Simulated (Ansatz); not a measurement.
Compare A (`O=C(O)CCO`) with its isomer B (`COC=C(O)O`).

Computed with Ansatz on PBE0-D4/def2-TZVP structures; ΔE is electronic, products minus reactants. CCSD(T)/CBS adds triple-zeta CCSD(T) − MP2 to the extrapolated MP2 energy (def2 sets, frozen cores). DFT in def2-TZVPP. B3LYP here is the variant with VWN-RPA as its local correlation; programs differ in this. One conformer a species, not always the lowest.

**Question.** Which isomer does CCSD(T)/CBS put lower? Give the gap. (An estimate is asked.)

**Answer.** The calculation gave: A, by 155.5 kJ/mol.

**Question.** Give E(B) − E(A) in kJ/mol with HF/def2-TZVPP, CCSD/def2-TZVPP, PBE-D4, ωB97M-V, B3LYP-D4, PBE0-D4, B2PLYP. (Best estimate.)

**Answer.** Ansatz gave: HF/def2-TZVPP 161.8, CCSD/def2-TZVPP 157.6, PBE-D4 147.3, ωB97M-V 153.7, B3LYP-D4 147.4, PBE0-D4 150.6, B2PLYP 154.6. None reverses the order clearly.

Largest T1 diagnostic: 0.014.

From PBE to PBE0 (25 % exact exchange), in def2-TZVPP and without D4, E(B) − E(A) moves by +3.4 kJ/mol.
